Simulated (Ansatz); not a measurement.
# Volume per atom of some elemental solids other than molecular ones

Method: rVV10 (plane waves, PAW; Ansatz, an electronic-structure program). References are measured values corrected to a static lattice. The table is a random draw of 10 from 14 solids with such references.

Values in Å³/atom.

| solid | reference | rVV10 | error (%) |
|---|---|---|---|
| hcp Sc | 24.77¶ | 24.38 | -1.6 |
| hcp Tl | 27.99¶ | 31.32 | +11.9 |
| hcp Ti | 17.50¶ | 17.41 | -0.5 |
| hcp Hf | 22.30¶ | 22.64 | +1.5 |
| hcp Re | 14.62¶ | 15.29 | +4.6 |
| hcp Co | 10.96¶ | 11.02 | +0.5 |
| hcp Y | 32.95¶ | 32.67 | -0.8 |
| hcp Mg | 22.65¶ | 22.50 | -0.7 |
| hcp Zn | 14.86¶ | 15.65 | +5.3 |
| hcp Ru | 13.45¶ | 14.13 | +5.1 |

Over these 10 solids the mean error is +2.5 %, the mean absolute error 3.3 % (median 1.5 %), and the worst case hcp Tl at +11.9 %; the value is above the reference in 6 of 10 cases. Over all 14, from unrounded values, the mean error is +3.7 % and the mean absolute error 4.3 % (median 3.3 %).

All these references are brought to a static lattice.

Spin–orbit coupling is left out, also for the solids with elements from indium on (hcp Tl, hcp Hf, hcp Re); its size isn't shown.

¶ marks references of a special kind: hcp Sc, 24.77 Å³/atom (measured, copied from a table, unchecked, extrapolated to 0 K and zero-point effects removed; as tabulated in Lejaeghere et al. (2013), arXiv:1204.2733); hcp Tl, 27.99 Å³/atom (measured, copied from a table, unchecked, extrapolated to 0 K and zero-point effects removed; as tabulated in Lejaeghere et al. (2013), arXiv:1204.2733); hcp Ti, 17.50 Å³/atom (measured, copied from a table, unchecked, extrapolated to 0 K and zero-point effects removed; as tabulated in Lejaeghere et al. (2013), arXiv:1204.2733); hcp Hf, 22.30 Å³/atom (measured, copied from a table, unchecked, extrapolated to 0 K and zero-point effects removed; as tabulated in Lejaeghere et al. (2013), arXiv:1204.2733); hcp Re, 14.62 Å³/atom (measured, copied from a table, unchecked, extrapolated to 0 K and zero-point effects removed; as tabulated in Lejaeghere et al. (2013), arXiv:1204.2733); hcp Co, 10.96 Å³/atom (measured, copied from a table, unchecked, extrapolated to 0 K and zero-point effects removed; as tabulated in Lejaeghere et al. (2013), arXiv:1204.2733); hcp Y, 32.95 Å³/atom (measured, copied from a table, unchecked, extrapolated to 0 K and zero-point effects removed; as tabulated in Lejaeghere et al. (2013), arXiv:1204.2733); hcp Mg, 22.65 Å³/atom (measured, copied from a table, unchecked, extrapolated to 0 K and zero-point effects removed; as tabulated in Lejaeghere et al. (2013), arXiv:1204.2733); hcp Zn, 14.86 Å³/atom (measured, copied from a table, unchecked, extrapolated to 0 K and zero-point effects removed; as tabulated in Lejaeghere et al. (2013), arXiv:1204.2733); hcp Ru, 13.45 Å³/atom (measured, copied from a table, unchecked, extrapolated to 0 K and zero-point effects removed; as tabulated in Lejaeghere et al. (2013), arXiv:1204.2733).

Differences are worked out from the printed values.

Ansatz's density-functional and Hartree–Fock values are scalar-relativistic unless marked +SOC, with PAW data made under PBE.

Ansatz's runs of these crystals have no spin polarisation, but for hcp Co.

Density-functional runs with spin start from parallel moments for hcp Co.

Not in this set, of the elemental solids other than molecular ones with a reference value in our tables and a result at some level: 2 for a published cell of unstated conditions; 2 for a reference at room or unstated temperature; 2 for a cell known from the COD alone. These can be a level's best or worst cases. Solids without a released value at any level aren't counted. Cubic solids are told by their lattice constant and aren't counted here. Layered and molecular crystals are counted apart. The metals Ce to Yb are counted apart.

References as tabulated in Lejaeghere et al. (2013), arXiv:1204.2733.
